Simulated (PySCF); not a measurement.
Input file for PySCF: R-B3LYP/6-311+G** on CH7NO (a complex).

```python
from pyscf import gto, scf, dft, mp
from pyscf.data.elements import chemcore

mol = gto.M(
    atom='''
    O    -2.43491695   -0.57191175   -0.00625517
    H    -2.79357395    0.31577025    0.02607683
    H    -1.47340895   -0.43431675    0.00987283
    N     1.03966105   -0.33516075    0.02186283
    H     1.33502605   -0.88779875   -0.77292817
    H     1.34974205   -0.84588175    0.83872183
    C     1.69899605    0.97320325   -0.01837917
    H     1.38845405    1.55492825    0.84613683
    H     2.79030605    0.93390825   -0.02733517
    H     1.37228405    1.50912125   -0.90620317
    ''',
    basis='6-311+g**',
    charge=0, spin=0, verbose=3, max_memory=1800)
mf = dft.RKS(mol, xc='b3lyp')
mf.conv_tol = 1e-8
mf.max_cycle = 100
mf.kernel()
if not mf.converged:
    mf = mf.newton().run(mf.mo_coeff, mf.mo_occ)
```

Question: Predict the final total energy.

Answer: -172.3603 hartree.
